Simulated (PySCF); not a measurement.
A species of formula C5H6O has this rotational fingerprint, computed with wB97X-D/def2-SVPD in PySCF (dipole) on a GFN2-xTB geometry, gas phase:

```
Rotational constants : A = 6558, B = 2744, C = 1934 MHz
Dipole components    : |μa| = 2.71 D, |μb| = 0.94 D, |μc| = 0.00 D
Inertial defect      : 0.00 u·Å²
κ                    : -0.65
```

Question: Which structure is it? (One computed conformer of each.)
A. `[CH:1]#[C:2]/[CH:3]=[CH:4]/[CH2:5][OH:6]` with C3–C4–C5–O6 -127°, C4–C5–O6–H -53°
B. 4H-pyran, `C1OC=CCC=1`
C. `[CH:1]#[C:2][C:3](=[O:4])[CH2:5][CH3:6]` with C2–C3–C5–C6 180°
D. `[CH2:1]=[CH:2][C:3](=[CH2:4])[CH:5]=[O:6]` with C1–C2–C3–C4 180°, C2–C3–C5–O6 180°

Answer: D. It is C=CC(=C)C=O, an asymmetric top, point group Cs. The candidates at the same level (rigid rotor, commonest isotopes):

```csv
SMILES,A (MHz),B (MHz),C (MHz),μa (D),μb (D),μc (D),Δ (u·Å²),point group,rotor
C1=COC=CC1,5783,5191,2783,1.01,0.00,0.00,-3.12,C2v,asymmetric top
C=CC(=C)C=O,6558,2744,1934,2.71,0.94,0.00,0.00,Cs,asymmetric top
C#C/C=C/CO,19571,1382,1337,0.50,0.24,1.33,-13.57,C1,near-prolate asymmetric top
C#CC(=O)CC,8634,2267,1836,0.72,2.95,0.00,-6.24,Cs,asymmetric top
```

`C1=COC=CC1` has B 89 % too high; `C#CC(=O)CC` has A 32 % too high; `C#C/C=C/CO` has A 198 % too high. In the right answer the mirror of this Cs structure is the ab plane, so μc vanishes by symmetry. No structure here is proved a minimum.
